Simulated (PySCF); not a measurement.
## Do core-level shifts follow atomic charges?

Species: propanamide, C3H7NO.
Numbering: `[CH3:1][CH2:2][C:3]([NH2:4])=[O:5]`

Binding energies: delta-SCF UKS SCAN, pcX-2 on the ionised atom, pcseg-1 elsewhere, spin-free X2C (PySCF 2.14.0). Charges: PBE0/pcSseg-1 ground-state density, for the ionised atom.

```tsv
atom	environment	C 1s (eV)	Mulliken (e)	IAO (e)	Hirshfeld (e)	ESP (e)
C1	methyl carbon	290.65	-0.259	-0.406	-0.117	-0.339
C2	sp3 carbon next to a carbonyl	291.06	-0.340	-0.307	-0.074	+0.021
C3	amide carbonyl carbon	293.79	+0.398	+0.444	+0.177	+0.725
```

How well does each charge scheme correlate with the binding energies over these sites?

IAO: r = 1.00, slope 3.7 eV per e; Hirshfeld: r = 1.00, slope 10.8 eV per e; ESP: r = 0.98, slope 3.1 eV per e; Mulliken: r = 0.98, slope 4.1 eV per e. On 3 points no scheme stands out.

The point-charge model writes a binding energy as kq + V + constant, with V the potential of the other atoms' charges at the site. What does it give with the IAO charges?

V = Σ 14.40 eV Å × q/r over all other atoms: +4.56 eV at C1, +3.71 eV at C2, -8.64 eV at C3. Fitting binding energy − V to q gives k = 19.6 eV per e and leaves an rms residual of 0.28 eV, against 0.02 eV for the fit on q alone. The model has no term for differences in relaxation between sites.

Geometry: PBE0-D3(BJ)/def2-SVP, one conformer, isolated molecule.

The values belong to the conformer `[CH3:1][CH2:2][C:3]([NH2:4])=[O:5]`: C1–C2–C3–N4 -171°, H–N4–C3–C2 1°, H–N4–C3–C2 -178°.
